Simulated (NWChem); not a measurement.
# P, quartet

All runs: NWChem. Pople sets run with spherical d functions. Spin-unrestricted. No stability test was run on the SCF state. Total energies compare along this basis series because the functional is fixed.

| level | basis functions | energy (Ha) | highest occupied level (eV) | lowest empty minus highest occupied level, either spin (eV) | <S²> |
|---|---|---|---|---|---|
| UHF/STO-3G | 9 | -336.8688 | -6.65 | 15.76 | 3.75 |
| UHF/3-21G | 13 | -339.0001 | -10.62 | 12.37 | 3.75 |
| UHF/6-31G* | 18 | -340.6890 | -10.64 | 12.20 | 3.75 |
| UHF/6-31+G* | 22 | -340.6894 | -10.67 | 11.52 | 3.75 |
| UHF/6-311G** | 26 | -340.7073 | -10.69 | 11.77 | 3.75 |
| UHF/6-311++G** | 30 | -340.7092 | -10.67 | 11.52 | 3.75 |
